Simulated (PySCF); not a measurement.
Si(Cl)4 cation (Cl₄Si), SMILES Cl[Si](Cl)(Cl)Cl (connectivity only; charge and spin as stated), charge +1, multiplicity 2. Atoms are numbered in the order given.

```xyz
5

Cl     1.2110    -1.2110     1.1279
Si     0.0000     0.0000     0.0000
Cl     1.2110     1.2110    -1.1279
Cl    -1.2110    -1.2110    -1.1279
Cl    -1.2110     1.2110     1.1279
```
Charge +1, spin multiplicity 2.

Geometry optimised at PBE-D3(BJ)/def2-SVP. The multiplicity is an assumed one; other spin states were not compared. The isomer is the one that the SMILES or the coordinates give; other isomers of the formula were not compared.

The numbers are results of B3LYP/pcH-1 (PySCF), not measurements.

Unrestricted Kohn–Sham, ⟨S²⟩ = 0.753. Hyperfine tensors hold the contact and dipolar terms, without spin-orbit corrections.

Computed hyperfine couplings:
| nucleus | A(iso) (MHz) | A(iso) (G) | dipolar principal values (MHz) |
|---|---|---|---|
| 35Cl no. 1 | 6.3 | 2.3 | -49.0, -47.6, 96.6 |
| 29Si no. 2 | 29.5 | 10.5 | -0.6, 0.3, 0.3 |
| 35Cl no. 3 | 6.3 | 2.3 | -49.0, -47.6, 96.6 |
| 35Cl no. 4 | 6.3 | 2.3 | -49.0, -47.6, 96.6 |
| 35Cl no. 5 | 6.3 | 2.3 | -49.0, -47.6, 96.6 |
